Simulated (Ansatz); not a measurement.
The inner images of a band of BClH2 + H4Si (9 atoms, charge 0, multiplicity 1) are given out of order.

Method: RKS BLYP-D4/cc-pVDZ (Ansatz 0.2.0).

First end point:

```xyz
9
Properties=species:S:1:pos:R:3
B -0.091 0.544 0.136
Cl 0.501 1.643 1.393
H 0.728 -0.046 -0.525
H -1.281 0.488 -0.052
Si 0.133 -2.776 1.041
H -0.340 -3.078 -0.352
H 1.633 -2.729 1.078
H -0.375 -3.820 1.994
H -0.413 -1.434 1.460
```

Last end point:

```xyz
9
Properties=species:S:1:pos:R:3
B -0.087 -0.482 -0.142
Cl 0.282 0.652 2.051
H 0.793 0.144 -0.692
H -1.226 -0.085 -0.258
Si 0.224 -2.390 0.479
H -0.281 -3.371 -0.554
H 1.663 -2.736 0.772
H -0.552 -2.669 1.755
H -0.321 -0.272 2.761
```

Put them in order from the first end to the last, with their energies above the first end.
A.
```xyz
9
Properties=species:S:1:pos:R:3
B -0.179 -0.459 -0.066
Cl 0.260 0.787 2.064
H 0.695 0.117 -0.672
H -1.320 -0.063 -0.142
Si 0.141 -2.373 0.544
H -0.130 -3.245 -0.657
H 1.545 -2.668 1.024
H -0.781 -2.830 1.658
H 0.264 -0.473 2.418
```
B.
```xyz
9
Properties=species:S:1:pos:R:3
B -0.113 0.568 0.158
Cl 0.103 1.753 1.461
H 0.869 0.198 -0.436
H -1.236 0.243 -0.136
Si 0.175 -2.804 1.021
H -0.520 -2.971 -0.299
H 1.637 -3.112 0.874
H -0.444 -3.707 2.049
H 0.024 -1.375 1.479
```
C.
```xyz
9
Properties=species:S:1:pos:R:3
B -0.200 0.346 0.275
Cl 0.305 1.507 1.542
H 0.605 0.061 -0.578
H -1.377 0.094 0.183
Si 0.236 -2.672 0.939
H -0.262 -2.900 -0.456
H 1.689 -3.022 1.059
H -0.595 -3.423 1.938
H 0.094 -1.199 1.270
```
D.
```xyz
9
Properties=species:S:1:pos:R:3
B -0.187 -0.018 0.367
Cl 0.266 1.135 1.792
H 0.570 -0.008 -0.582
H -1.375 -0.191 0.185
Si 0.220 -2.471 0.808
H -0.278 -2.849 -0.553
H 1.666 -2.808 0.973
H -0.654 -3.030 1.883
H 0.268 -0.968 1.297
```
E.
```xyz
9
Properties=species:S:1:pos:R:3
B -0.217 -0.406 0.144
Cl 0.285 0.856 2.096
H 0.609 0.060 -0.600
H -1.394 -0.163 0.059
Si 0.183 -2.382 0.690
H -0.179 -3.017 -0.632
H 1.619 -2.696 1.009
H -0.697 -2.955 1.768
H 0.286 -0.505 1.638
```

B (+0.1 kcal/mol), C (+0.7 kcal/mol), D (+7.8 kcal/mol), E (+30.4 kcal/mol), A (+27.1 kcal/mol).

The run took 6.6 min on 1 thread of Arm Neoverse V2, with other jobs on the host, peak memory 0.13 GiB.
